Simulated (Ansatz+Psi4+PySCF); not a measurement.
```xyz
6

C     0.6675    0.0000    0.0000
C    -0.6975    0.0000    0.0000
H     1.2377    0.9228    0.0000
H     1.2377   -0.9228    0.0000
H    -1.2377    0.9228    0.0000
H    -1.2377   -0.9228    0.0000
```

Basis set: cc-pVTZ (spherical functions). Left uncorrelated: 2 orbitals. Charge 0, multiplicity 1.

Computed with Ansatz (development build ahead of 0.2.0) and Psi4 1.11; each method stands on the lowest determinant of its kind that the runs found. Restricted open shells among the atoms or ions are ROHF, correlated in semicanonical orbitals with singles.

The vertical ionization energy (product with multiplicity 2 at the same shape, open shells in the same class of orbitals) of singlet C2H4:

```json
{"method": "RHF-MP2", "ionization energy": "10.51 eV"}
```

Problem. What does RHF give?

Solution. 8.81 eV. Caution: unrestricted orbitals would lower the determinant. Caution for RHF-MP2: MP2 on this radical cation hangs on the determinant chosen.
